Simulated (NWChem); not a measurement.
Molecule: pyrazine (C4H4N2); SMILES n1ccncc1

All runs: NWChem. Pople sets run with spherical d functions. The geometry was optimised at PBE0/def2-SVP. Total energies compare along this basis series because the functional is fixed.

| level | basis functions | energy (Ha) | highest occupied level (eV) | orbital gap (eV) |
|---|---|---|---|---|
| B3LYP/STO-3G | 34 | -260.9456 | -4.49 | 5.53 |
| B3LYP/3-21G | 62 | -262.8428 | -6.46 | 5.23 |
| B3LYP/6-31G* | 92 | -264.3110 | -6.76 | 5.41 |
| B3LYP/6-31+G* | 116 | -264.3227 | -7.10 | 5.33 |
| B3LYP/def2-SVP | 104 | -264.1226 | -6.88 | 5.33 |
| B3LYP/def2-SVPD | 152 | -264.1390 | -7.10 | 5.28 |
| B3LYP/def2-TZVP | 210 | -264.4167 | -7.07 | 5.32 |
| B3LYP/6-311++G** | 160 | -264.3870 | -7.13 | 5.29 |
